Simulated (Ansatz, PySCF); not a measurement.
System: C3H5, net charge 0, doublet state. SMILES: C=[C]C
Geometry from a B3LYP-D3(BJ)/def2-TZVP (Ansatz, a program for electronic structure) optimisation:
```xyz
8

C      1.3206     0.2440     0.0036
C      0.0250     0.3975    -0.0063
H      1.7758    -0.7501     0.0222
H      2.0084     1.0832    -0.0060
C     -1.2071    -0.3930    -0.0005
H     -0.9820    -1.4692     0.0181
H     -1.8216    -0.1633     0.8734
H     -1.8116    -0.1916    -0.8883
```
Charge 0, spin multiplicity 2.

Unscaled harmonic wavenumbers (cm⁻¹) in rising order, each level at the stationary point that it reaches from this structure (no distance between atoms moves by over 0.3 Å); the order of modes can differ between levels, and a negative number is imaginary. B3LYP-D3(BJ)/def2-TZVP (PySCF, at the structure above): 186, 316, 480, 889, 901, 939, 1053, 1104, 1393, 1422, 1454, 1472, 1748, 2964, 3030, 3053, 3077, 3152.

HF/3-21G (Ansatz): 153, 360, 535, 905, 976, 1060, 1174, 1253, 1543, 1574, 1644, 1654, 1680, 3171, 3230, 3244, 3245, 3346. Zero-point energy 44.0 against 40.9 kcal/mol; where all levels lie over 400 cm⁻¹, the wavenumbers are on average 1.083 times those of B3LYP-D3(BJ)/def2-TZVP.

HF/6-31G* (Ansatz): 168, 354, 529, 937, 939, 1024, 1145, 1225, 1523, 1562, 1613, 1627, 1693, 3180, 3245, 3261, 3266, 3370. Zero-point energy 43.8 against 40.9 kcal/mol; where all levels lie over 400 cm⁻¹, the wavenumbers are on average 1.075 times those of B3LYP-D3(BJ)/def2-TZVP.

B3LYP/6-31G* (Ansatz): 187, 308, 479, 880, 909, 948, 1067, 1117, 1421, 1447, 1488, 1503, 1766, 2985, 3055, 3068, 3093, 3172. Zero-point energy 41.3 against 40.9 kcal/mol; where all levels lie over 400 cm⁻¹, the wavenumbers are on average 1.010 times those of B3LYP-D3(BJ)/def2-TZVP.
